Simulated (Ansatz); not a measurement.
# BCl2H: the cost of one run

All numbers below are computed with Ansatz 0.2.0 (RKS PBE/def2-SVP).

## Step 1: The system as given

Bond lengths: B1–H2 1.190 Å, B1–Cl3 1.860 Å, B1–Cl4 1.860 Å. Angles: H2–B1–Cl3 120.0°, H2–B1–Cl4 120.0°, Cl3–B1–Cl4 120.0°.

As a file:

```xyz
4

B     0.0000    0.0000    0.0000
H     0.0000    0.0000    1.1900
Cl    1.6108    0.0000   -0.9300
Cl   -1.6108    0.0000   -0.9300
```

## Step 2: Relaxing the start

The input, input.yaml:

```yaml
crystal:
  periodic: [false, false, false]
  atoms:
    - { symbol: B, position_ang: [0.0, 0.0, 0.0] }
    - { symbol: H, position_ang: [0.0, 0.0, 1.19] }
    - { symbol: Cl, position_ang: [1.6108, 0.0, -0.93] }
    - { symbol: Cl, position_ang: [-1.6108, 0.0, -0.93] }
basis:
  gaussian: { orbitals: def2-SVP }
hamiltonian:
  xc: pbe
relax:
  f_tol: 0.02
  max_steps: 40
```

On the command line:

```bash
$ ansatz run input.yaml --threads 1 --pin off --max-ram 2048MiB --backend cpu --events-out ev --progress --plain --runs-dir out
```

What time and memory should one allow on 1 thread of Arm Neoverse V1, shared host?

About 5.1 s, with a peak of 0.1 GiB.
